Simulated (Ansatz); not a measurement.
# HO2 (doublet): from Hartree-Fock to the top rungs, def2-TZVPP

One table from this session's results is given with a row withheld; the runs are named, their logs left out.

Program: Ansatz 0.2.0, Gaussian basis. Level of theory: def2-TZVPP, core rule «outside noble gas», up to 2 orbitals frozen. These are calculated values, not measurements.

The runs, in order: UHF; ROHF; CCSD(T) on UHF.

2 further runs of the same task are left out: 2 set aside as unsound or not needed.

## What is computed

The geometry is a PBE0/def2-TZVP stationary point (not a proven minimum).

3 atoms, charge 0, spin multiplicity 2.

Atoms are counted from 1 here; the program's logs count them from 0.

Bond lengths: O1–O2 1.309 Å, O1–H3 0.975 Å. Angles: O2–O1–H3 105.8°.

Geometry (Å):

```
O     0.0000   -0.1015    0.6187
O     0.0000    0.0512   -0.6811
H     0.0000    0.7992    0.9917
```

The first run:

Contents of in.yaml:

```yaml
crystal:
  periodic: [false, false, false]
  atoms:
    - {symbol: O, position_ang: [0.000000, -0.101504, 0.618658]}
    - {symbol: O, position_ang: [0.000000, 0.051156, -0.681136]}
    - {symbol: H, position_ang: [0.000000, 0.799197, 0.991739]}
basis:
  gaussian: {orbitals: def2-TZVPP}
magnetization: {spin_polarized: true, initial_magnetization: 1}
hamiltonian: {xc: hf}
output: {orbitals: {seedname: orbitals}}
```

Launch:

```console
$ ansatz run in.yaml --threads 1 --pin off --events-out ev --progress --plain --max-ram 4096MiB --backend cpu
```

Among the steps run: UHF; ROHF; CCSD(T) on UHF.

One of the session's tables, all rows but one given; the rest of the session is left out.

```
  method  from UCCSD(T) (meV)
    ROHF                    ?
     UHF             +12875.3
    UMP2               +900.5
   UCCSD               +452.1
UCCSD(T)                    0
```

Estimate the missing values for ROHF.

The run gave: from UCCSD(T) (meV): +13063.0. In the column «from UCCSD(T) (meV)» it is the highest.

With the free atoms at the same levels and basis (separate runs), the atomisation energy is 7.209 eV at UCCSD(T), 3.256 eV at ROHF.
